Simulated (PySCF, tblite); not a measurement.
Complex of acetylene and fluoromethane

A gas-phase complex of acetylene and fluoromethane; neutral, singlet. The structure comes from a short search (6 tight-binding starts) and was relaxed by PBE0-D3(BJ)/def2-SVPD; another way of binding may lie lower. Frequencies by PBE0-D3(BJ)/def2-SVPD show no clear imaginary mode.

```csv
part,name,SMILES,atoms,charge,multiplicity
1,acetylene,C#C,1–4,0,1
2,fluoromethane,CF,5–9,0,1
```

```xyz
9

C    -0.938    0.103    0.068
C     0.111   -0.495    0.120
H    -1.878    0.625    0.019
H     1.048   -1.017    0.166
C    -4.568   -0.408    0.121
F    -4.020    0.851   -0.042
H    -4.963   -0.490    1.142
H    -3.782   -1.159   -0.043
H    -5.376   -0.537   -0.612
```
(Å; atoms numbered from 1)

```csv
contact,kind (by geometry),distance (Å),angle (°)
H3···F6,C–H hydrogen bond,2.155,157
```

Interaction energies are complex less parts, with the parts frozen as they stand in it; counterpoise-corrected, in kcal/mol (PySCF).

**Question.** Give the interaction energy at each level run.

**Answer.** 
```json
{"level": "wB97M-D3(BJ)/def2-TZVPD", "interaction": "-2.25", "superposition error removed": "-0.06"}
{"level": "PBE0-D3(BJ)/def2-TZVPD", "interaction": "-2.35", "superposition error removed": "-0.04"}
```

**Question.** What holds them together? Decompose the wB97M-D3(BJ)/def2-TZVPD energy: frozen parts, their antisymmetrised product, then relaxation.

**Answer.** electrostatic -3.3, Pauli repulsion +2.8, orbital relaxation -1.0, dispersion correction -0.8 kcal/mol, which sum to the value before the counterpoise correction; the Pauli term holds the exchange-correlation of the frozen density too. Of the attraction, 64 % is electrostatic, 20 % is orbital relaxation, 16 % is dispersion correction.

The parts were also relaxed and run alone, at the levels used for the complex: shieldings by PBE0/pcSseg-2.

Values alone: C1–H3 bond (Å): 1.074; shielding of H3 (ppm): 29.92; shielding of F6 (ppm): 465.8; shielding of C1 (ppm): 107.6.

**Question.** What does binding change?

**Answer.** 
```
             property  alone  in the complex  change
       C1–H3 bond (Å)  1.074           1.076  +0.003
shielding of H3 (ppm)  29.92           29.05   -0.87
shielding of F6 (ppm)  465.8           461.3    -4.4
shielding of C1 (ppm)  107.6           105.1    -2.5
```

**Question.** What are the binding energy from relaxed parts (wB97M-D3(BJ)/def2-TZVPD), and ΔH and ΔG of association at 298.15 K and 1 atm?

**Answer.** -2.24 kcal/mol, -1.39 with zero-point energy; ΔH -1.1 and ΔG +4.7 kcal/mol, from harmonic vibrations by PBE0-D3(BJ)/def2-SVPD with low modes damped.

The 4 runs behind this took 6.6 min in all, one thread each of Arm Neoverse V1 on a shared host, launched as `OMP_NUM_THREADS=1 python cluster_run.py task.json out`.
